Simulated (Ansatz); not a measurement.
Input file:

```yaml
crystal:
  periodic: [false, false, false]
  atoms:
    - {symbol: Si, position_ang: [0.000000, 0.000000, -0.519577]}
    - {symbol: C, position_ang: [0.000000, 0.000000, -2.245847]}
    - {symbol: H, position_ang: [0.000000, 0.000000, 2.765423]}
basis:
  gaussian: {orbitals: 6-31G}
magnetization: {spin_polarized: false, initial_magnetization: 1}
correlation: {method: fic_nevpt4_sd, electrons: outside_noble_gas, active_space: {window: {electrons: 3, orbitals: 3}}}
accuracy: high
scf: {lower_state_search: light}
```

```sh
$ ansatz run in.yaml --threads 1 --pin off --events-out ev --progress --plain --max-ram 2393MiB
```

Output:

```
515 factors; integrals over basis functions are off by at most 2.8e-9 eV
mean field evaluation 1: about -8892.1447 eV, gradient 2.2e1 eV
mean field evaluation 2: about -8892.1473 eV, gradient 2.2e1 eV
mean field evaluation 4: about -8896.1298 eV, gradient 5.7e0 eV
mean field evaluation 8: about -8896.8695 eV, gradient 9.5e-1 eV
mean field evaluation 16: about -8896.8930 eV, gradient 3.7e-8 eV
mean field evaluation 32: about -8892.1447 eV, gradient 2.2e1 eV
mean field evaluation 64: about -8892.3889 eV, gradient 1.2e0 eV
mean field evaluation 96: about -8896.6753 eV, gradient 6.9e0 eV
mean field evaluation 128: about -8894.5882 eV, gradient 1.6e0 eV
mean field evaluation 160: about -8896.7455 eV, gradient 5.7e0 eV
mean field evaluation 192: about -8896.8930 eV, gradient 2.4e-3 eV
mean field -8897.57651388 eV, -326.9799058913 hartree, gradient 5.9e-9 eV, S^2 0.750000; 13 other end points of the search recorded, 0 dependent functions left out
reference -8897.57651388 eV, -326.9799058913 hartree; 11, 10 occupied and 13, 14 virtual orbitals, 515 factors
state -8899.35042836 eV, -327.0450960460 hartree
state -8899.35042836 eV, -327.0450960460 hartree; corrected -8902.98795668 eV, -327.1787727461 hartree
state -8898.43481023 eV, -327.0114477003 hartree
state -8898.43481023 eV, -327.0114477003 hartree; corrected -8901.11344929 eV, -327.1098858701 hartree
state -8899.35042836 eV, -327.0450960460 hartree; corrected -8902.98795668 eV, -327.1787727461 hartree
1 active orbitals were swapped for others, from the solution at -8898.43480945 eV, -327.0114476716 hartree to that at -8899.35042786 eV, -327.0450960274 hartree; typed "places" are swapped only where nearly empty or full, and so, without "given_window_search", are "orbital_numbers", "shells" and a window whose orbitals a file names under [Active]
Total energy: -8902.98795668 eV, -327.1787727461 hartree
```

Natural occupations: 1.1000 1.0000 0.9000.

Ran on 1 thread of Arm Neoverse V1, shared host: 1.8 s wall, 0.18 GiB peak host memory.
